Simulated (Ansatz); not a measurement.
**How far is PAW off for Ge?**

```
Ge
1.0
     0.00000    2.88070    2.88070
     2.88070    0.00000    2.88070
     2.88070    2.88070    0.00000
Ge
2
Direct
  0.00000 0.00000 0.00000
  0.25000 0.25000 0.25000
```

Atom numbers follow the list: Ge1, Ge2.

The structure comes from a relaxation in the same program, started in the diamond type, and has space group Fd-3m. Whether it is a known phase or the ground state wasn't checked.

Levels of theory: DFT, PBE, PAW with Ansatz's default frozen-core files, scalar-relativistic (Ansatz 0.2.0); DFT, PBE, all-electron LAPW, scalar-relativistic (Ansatz 0.2.0).

For PAW: a Γ-centred 11×11×11 k mesh, Fermi–Dirac smearing of 0.05 eV, cutoff 420 eV, no spin polarisation. LAPW targets a basis error of 0.25 meV/atom. The Ansatz runs share mesh, smearing and spin set-up. Plane-wave (PAW) pressures include the program's estimate of the Pulay term.

Stress and pressure are positive in compression.

Levels count from the Fermi level.

PAW results:

```
                      quantity     PAW
                pressure (GPa)    0.00
highest filled level at L (eV)  -1.300
  lowest empty level at L (eV)   0.045
highest filled level at U (eV)  -2.450
  lowest empty level at U (eV)   1.210
highest filled level at Γ (eV)  -0.433
  lowest empty level at Γ (eV)   0.024
```

(1) What does full-potential LAPW give for the same quantities?

Results:

(1) 
```tsv
quantity	LAPW
pressure (GPa)	0.00
highest filled level at L (eV)	-1.300
lowest empty level at L (eV)	0.047
highest filled level at U (eV)	-2.450
lowest empty level at U (eV)	1.210
highest filled level at Γ (eV)	-0.429
lowest empty level at Γ (eV)	0.022
```
